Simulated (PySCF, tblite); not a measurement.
Task: Give a GFN2-xTB geometry of `C=C=PC1CC1`.

Result: 
```xyz
13
C5H7P angstrom
C      3.0830   -0.4255    0.7822
C      1.9861    0.2447    0.6148
P      0.6774    1.2132    0.4386
C     -0.5815   -0.0661   -0.0174
C     -1.9979    0.1272    0.4496
C     -1.6626    0.3114   -0.9923
H      3.7692   -0.6191   -0.0308
H      3.3598   -0.8468    1.7388
H     -0.2019   -1.0801   -0.0585
H     -2.5574   -0.7476    0.7462
H     -2.2269    1.0072    1.0334
H     -1.9881   -0.4348   -1.7018
H     -1.6636    1.3168   -1.3888
```

Orientation and origin are arbitrary. Atoms count from 1 in this order. The C–C distances run from 1.296 Å (C1=C2, drawn double) to 1.504 Å (C4–C6, drawn single), a spread of 0.208 Å. The 2 C–P bonds span 1.638 Å (C2=P3, drawn double) to 1.852 Å (P3–C4, drawn single), a spread of 0.214 Å. The 3-membered ring C4–C5–C6 has internal angles of 59.5° to 60.3°.

Bonds between heavy atoms (Å): C1=C2 1.296, C2=P3 1.638, P3–C4 1.852, C4–C5 1.504, C5–C6 1.492, C4–C6 1.504.

Computed geometry: GFN2-xTB, gas phase.

Point group: Cs (every atom within 0.08 Å of its image). Its GFN2-xTB frequencies are all real (lowest 30 cm⁻¹). The numbers are those of one conformer (C2–P3–C4–C5 146°).
